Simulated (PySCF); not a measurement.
PN.
Numbering: `[N:1]#[P:2]`

Geometry (GFN2-xTB, Å), atoms numbered from 1 in this order:
```xyz
2
PN angstrom
N      0.7306   -0.0030   -0.0028
P     -0.7278    0.0042   -0.0114
```

Computed, not measured: PBE0/pcSseg-1 in PySCF (dipole) on a GFN2-xTB geometry, gas phase.

Masses are those of the commonest isotopes; rigid-rotor values at the optimised geometry. 

(1) What are the moment of inertia and the rotational constant?

(2) List the first levels of a rigid rotor in a Σ state.

(3) Where do the first rotational lines fall?

Answers

(1) I = 20.511 u·Å², B = 505379 MHz·u·Å²/I = 24640 MHz (0.8219 cm⁻¹, or 1.183 K as hB/k). For two atoms I = μr² with μ = 9.6434 u and r = 1.4584 Å.

(2) E(J) = BJ(J+1): J = 1: 1.644, J = 2: 4.931, J = 3: 9.863, J = 4: 16.438, J = 5: 24.657, J = 6: 34.519 cm⁻¹.

(3) The dipole is 2.70 D; J+1 ← J lies at 2B(J+1): 1 ← 0 at 49.28 GHz, 2 ← 1 at 98.56 GHz, 3 ← 2 at 147.84 GHz, 4 ← 3 at 197.12 GHz, 5 ← 4 at 246.40 GHz, 6 ← 5 at 295.68 GHz.

Whether it is a minimum is left open (no frequencies). These are rigid-rotor constants of the computed structure; measured ground-state constants (B0) also hold zero-point vibration.

Time: 1.2 s wall. Hardware: one thread, Arm Neoverse V2, no GPU, shared host. This is the PBE0/pcSseg-1 job that gave the dipole, with the shieldings it also computed.
